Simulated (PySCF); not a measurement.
Compound: CH8Si2.
Geometry (PBE0-D3(BJ)/def2-SVP, Å), atoms numbered from 1 in this order:
```xyz
11
CH8Si2 angstrom
Si     1.4420    0.7135    0.0102
C      0.2314   -0.7204   -0.1343
Si    -1.5837   -0.2630    0.0623
H      2.8500    0.2439   -0.1746
H      1.1476    1.7479   -1.0291
H      1.3291    1.3539    1.3568
H      0.4896   -1.4780    0.6257
H      0.3684   -1.1982   -1.1198
H     -1.9861    0.7232   -0.9875
H     -1.8220    0.3541    1.4035
H     -2.4554   -1.4717   -0.0651
```

The closed-shell ground state was solved at several levels (PySCF, density fitting, gas phase, non-relativistic).

| level | basis functions | HOMO (eV) | LUMO (eV) | gap (eV) | dipole (D) |
| --- | --- | --- | --- | --- | --- |
| PBE0/pcSseg-1 | 105 | -8.86 | 0.43 | 9.29 | 0.81 |
| wB97X-D/pcSseg-2 | 234 | -10.65 | 1.71 | 12.36 | 0.84 |

What might B3LYP/def2-SVPD (132 basis functions) give for the same quantities?

HOMO -8.59 eV, LUMO -0.09 eV, gap 8.50 eV, dipole 0.83 D.

Over all these levels, which gives the widest orbital gap and which the narrowest?

wB97X-D/pcSseg-2 (range-separated hybrid) has the widest, 12.36 eV, and B3LYP/def2-SVPD (global hybrid, 20 % exact exchange) the narrowest, 8.50 eV. Functional and basis both differ between the two, so the spread mixes both effects.

How far do the dipole and the HOMO energy spread over the levels?

The dipole runs from 0.81 to 0.84 D (mean 0.83 D) and the HOMO from -10.65 to -8.59 eV.
